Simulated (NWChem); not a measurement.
All runs are NWChem calculations. System: hydrogen peroxide (H₂O₂), charge 0, spin multiplicity 1, at a geometry optimised with PBE0/def2-SVP. Level: MP2/cc-pVDZ, 2 core orbitals frozen.

Input file:

```
start mol
memory heap 200 mb stack 800 mb global 1000 mb
geometry units angstroms nocenter noautoz
  O     -0.294240     0.645331    -0.054706
  O      0.294240    -0.645331    -0.054706
  H      0.367293     1.150276     0.437648
  H     -0.367293    -1.150276     0.437648
  symmetry group C2
end
basis spherical
  * library cc-pvdz
end
scf
  rhf
  nopen 0
  maxiter 100
  thresh 1e-7
  semidirect memsize 60000000 filesize 0
end
mp2
  freeze core 2
end
task mp2 energy
```

Output (cleaned and shortened):

```
             Northwest Computational Chemistry Package (NWChem) 7.3.0
             --------------------------------------------------------

                                NWChem Input Module
                                -------------------

 Scaling coordinates for geometry "geometry" by  1.889725989
 (inverse scale =  0.529177249)

 Turning off AUTOSYM since
 SYMMETRY directive was detected!

                             Geometry "geometry" -> ""
                             -------------------------

 Output coordinates in angstroms (scale by  1.889725989 to convert to a.u.)

  No.       Tag          Charge          X              Y              Z
 ---- ---------------- ---------- -------------- -------------- --------------
    1 O                    8.0000    -0.29424000     0.64533100    -0.05470600
    2 O                    8.0000     0.29424000    -0.64533100    -0.05470600
    3 H                    1.0000     0.36729300     1.15027600     0.43764800
    4 H                    1.0000    -0.36729300    -1.15027600     0.43764800

 Effective nuclear repulsion energy (a.u.)      37.3948476217

            Nuclear Dipole moment (a.u.)
            ----------------------------
        X                 Y               Z
 ---------------- ---------------- ----------------
     0.0000000000     0.0000000000     0.0000000000

      Symmetry information
      --------------------

 Group name             C2
 Group number              4
 Group order               2
 No. of unique centers     2

      Symmetry unique atoms

     1    3


 Summary of "ao basis" -> "" (spherical)
 ------------------------------------------------------------------------------
       Tag                 Description            Shells   Functions and Types
 ---------------- ------------------------------  ------  ---------------------
 *                          cc-pvdz                   on all atoms

 Summary of "ao basis" -> "ao basis" (spherical)
 ------------------------------------------------------------------------------
       Tag                 Description            Shells   Functions and Types
 ---------------- ------------------------------  ------  ---------------------
 O                          cc-pvdz                  6       14   3s2p1d
 H                          cc-pvdz                  3        5   2s1p

                                 NWChem SCF Module
                                 -----------------

  ao basis        = "ao basis"
  functions       =    38
  atoms           =     4
  closed shells   =     9
  open shells     =     0
  charge          =   0.00
  wavefunction    = RHF
  use symmetry    = T
  symmetry adapt  = T

 Summary of "ao basis" -> "ao basis" (spherical)
 ------------------------------------------------------------------------------
       Tag                 Description            Shells   Functions and Types
 ---------------- ------------------------------  ------  ---------------------
 O                          cc-pvdz                  6       14   3s2p1d
 H                          cc-pvdz                  3        5   2s1p

      Symmetry analysis of basis
      --------------------------

        a          19
        b          19

 Forming initial guess at       0.1s

      Superposition of Atomic Density Guess
      -------------------------------------

 Sum of atomic energies:        -150.52590021

      Non-variational initial energy
      ------------------------------

 Total energy =    -150.763854
[...]
    30      0.931722  3 H  s                 35      0.931722  4 H  s
     3     -0.628543  1 O  s                 17     -0.628543  2 O  s
     8     -0.173211  1 O  py                22      0.173211  2 O  py
     7     -0.169621  1 O  px                21      0.169621  2 O  px
     9     -0.155009  1 O  pz                23     -0.155009  2 O  pz

 Vector   11  Occ=0.000000D+00  E= 1.960674D-01  Symmetry=b
              MO Center=  2.0D-17, -2.5D-17,  4.8D-01, r^2= 4.1D+00
   Bfn.  Coefficient  Atom+Function         Bfn.  Coefficient  Atom+Function
  ----- ------------  ---------------      ----- ------------  ---------------
    30      1.017257  3 H  s                 35     -1.017257  4 H  s
     3     -0.591833  1 O  s                 17      0.591833  2 O  s
     7     -0.299455  1 O  px                21     -0.299455  2 O  px
     4     -0.179957  1 O  px                18     -0.179957  2 O  px

 Vector   12  Occ=0.000000D+00  E= 3.269598D-01  Symmetry=b
              MO Center=  3.0D-17,  1.8D-16,  6.0D-02, r^2= 1.8D+00
   Bfn.  Coefficient  Atom+Function         Bfn.  Coefficient  Atom+Function
  ----- ------------  ---------------      ----- ------------  ---------------
     8      0.795211  1 O  py                22      0.795211  2 O  py
    30     -0.536180  3 H  s                 35      0.536180  4 H  s
     5      0.437298  1 O  py                19      0.437298  2 O  py
     3     -0.320614  1 O  s                 17      0.320614  2 O  s
     7     -0.190520  1 O  px                21     -0.190520  2 O  px

 center of mass
 --------------
 x =   0.00000000 y =   0.00000000 z =  -0.04822971

 moments of inertia (a.u.)
 ------------------
          58.739939312058          18.650628297853           0.000000000000
          18.650628297853          12.502881906606           0.000000000000
           0.000000000000           0.000000000000          67.959897845836

  Mulliken analysis of the total density
  --------------------------------------

    Atom       Charge   Shell Charges
 -----------   ------   -------------------------------------------------------
    1 O    8     8.20   2.00  0.86  0.91  2.74  1.67  0.02
    2 O    8     8.20   2.00  0.86  0.91  2.74  1.67  0.02
    3 H    1     0.80   0.68  0.05  0.08
    4 H    1     0.80   0.68  0.05  0.08

       Multipole analysis of the density wrt the origin
       ------------------------------------------------

     L   x y z        total         open         nuclear
     -   - - -        -----         ----         -------
     0   0 0 0     -0.000000      0.000000     18.000000

     1   1 0 0      0.000000      0.000000      0.000000
     1   0 1 0      0.000000      0.000000      0.000000
     1   0 0 1      0.731733      0.000000      0.000000

     2   2 0 0     -8.719674      0.000000      5.910265
     2   1 1 0      2.114220      0.000000     -7.831838
     2   1 0 1     -0.000000      0.000000      0.000000
     2   0 2 0     -6.268376      0.000000     33.244835
     2   0 1 1      0.000000      0.000000      0.000000
     2   0 0 2     -8.456277      0.000000      1.538970

                   NWChem MP2 Semi-direct Energy/Gradient Module
                   ---------------------------------------------

  Basis functions       =     38
  Molecular orbitals    =     38
  Frozen core           =      2
  Frozen virtuals       =      0
  Active alpha occupied =      7
  Active beta occupied  =      7
  Active alpha virtual  =     29
  Active beta virtual   =     29
  Use MO symmetry       = T
  Use skeleton AO sym   = T

  AO/Fock/Back tols     =   1.0D-09  1.0D-09  1.0D-09

 GA uses MA = F    GA memory limited = T

 Available:
  local mem=  1.15D+08
 global mem=  1.31D+08
 local disk=  0.00D+00
  mp2_memr nvloc                    29
  nvloc new                    29
   1 passes of   7:        2097152                       8122                    513964.
   1 passes of   7: M    114685798           G      131069112           F     112588646.

 Semi-direct pass number   1 of   1  for RHF alpha+beta  at        0.4s
  vrange nnbf                   741
  mp2_eaftype                    10  avail_ma_in_mb                   999
 EAF : mp2_eaftype filesize          10     256982.
  mp2_eaf for mointskh                     10
Node 0 wrote      1.2 Mb in      0.0 s     Agg I/O rate:   967.1 Mb/s
 Done moints_semi at        0.8s
  mp2_eaftype                    10  avail_ma_in_mb                   989
 EAF : mp2_eaftype filesize          10     256982.
  mp2_eaf for kh                    10
 Done maket at        0.9s
 Done multipass loop at        0.9s

          -------------------------------------------
          SCF energy                -150.785590808808
          Correlation energy          -0.384209707569
          Singlet pairs               -0.236881728269
          Triplet pairs               -0.147327979299
          Total MP2 energy          -151.169800516376
          -------------------------------------------

          ---------------------------------------------------
                    Spin Component Scaled (SCS) MP2
          Same spin pairs                     -0.098218652866
          Same spin scaling factor             0.333333333333
          Opposite spin pairs                 -0.285991054702
          Opposite spin scaling fact.          1.200000000000
          SCS-MP2 correlation energy          -0.375928816598
          Total SCS-MP2 energy              -151.161519625406
          ---------------------------------------------------

 -----------------------
 Performance information
 -----------------------

 Timer overhead =  1.96D-07 seconds/call

               Nr. of calls         CPU time (s)                 Wall time (s)                GFlops
             ---------------    -------------------     ------------------------------   -------------------
Name         Min   Avg   Max    Min     Avg     Max     Min     Avg     Max   Mx/calls   Min     Max     Sum
mp2: moin     1     1     1   0.49    0.49    0.49     0.49    0.49    0.49    0.49      0.0     0.0     0.0
mp2: make     1     1     1   3.02E-2 3.02E-2 3.02E-2  3.02E-2 3.02E-2 3.02E-2 3.02E-2   0.0     0.0     0.0
mp2: tota     1     1     1   0.54    0.54    0.54     0.54    0.54    0.54    0.54      0.0     0.0     0.0

 The average no. of pstat calls per process was 3.00D+00
 with a timing overhead of 5.87D-07s

 Task  times  cpu:        0.8s     wall:        0.8s

 Total times  cpu:        0.9s     wall:        0.9s
```
